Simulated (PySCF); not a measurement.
CHO, SMILES O=[CH], multiplicity 2. Atoms are numbered in the order given.

```xyz
3

C     -0.1728    -0.5577     0.0000
O      0.0536     0.5890     0.0000
H      0.6079    -1.3663     0.0000
```
Charge 0, spin multiplicity 2.

The structure is a stationary point at PBE0-D3(BJ)/def2-TZVPD. The isomer is the one that the SMILES or the coordinates give; other isomers of the formula were not compared.

The numbers are results of PBE/def2-TZVPD run with PySCF, not measurements.

The total energy is -113.77594 hartree and the point group comes out as Cs. The α spin, highest occupied and lowest empty level is -4.87 and -2.63 eV and the β spin, highest occupied and lowest empty level comes out as -9.71 and -3.16 eV. The dipole moment is 1.47 D and the quadrupole, principal values (traceless, Buckingham form, about the centre of nuclear charge) is -2.05, 0.70, 1.35 D·Å. The mean static polarisability is 18.1 bohr³ (2.68 Å³). The polarisability, principal values comes out as 13.6, 18.1, 22.6 bohr³ and the ⟨S²⟩ is 0.752 (pure state 0.75).
